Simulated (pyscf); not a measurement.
Structures and frequencies: ωB97X-D3(BJ)/def2-SVP in PySCF. MP2 and CC: frozen core, UHF for open shells. ΔMP2 is the change of the MP2 total energy from the triple- to the quadruple-zeta basis.

Question: F–BH–F + HCl → HF + F–BH–Cl
Surface: singlet. Broken: B–F, Cl–H. Formed: F–H, B–Cl. Give ΔE‡ and ΔE from CCSD(T)/def2-TZVPP + ΔMP2(QZVPP), relative to the separated reactants.

Answer: ΔE‡ = 121.2 kJ/mol, ΔE = +64.5 kJ/mol. Zero-point energy shifts the barrier by +1.9 kJ/mol. It is a four-centre exchange, with an imaginary mode of 942i cm⁻¹. This is the saddle that the search found; another between the same sides may lie lower. The CCSD(T) − MP2 part came from Ansatz, without density fitting, on the same reference.
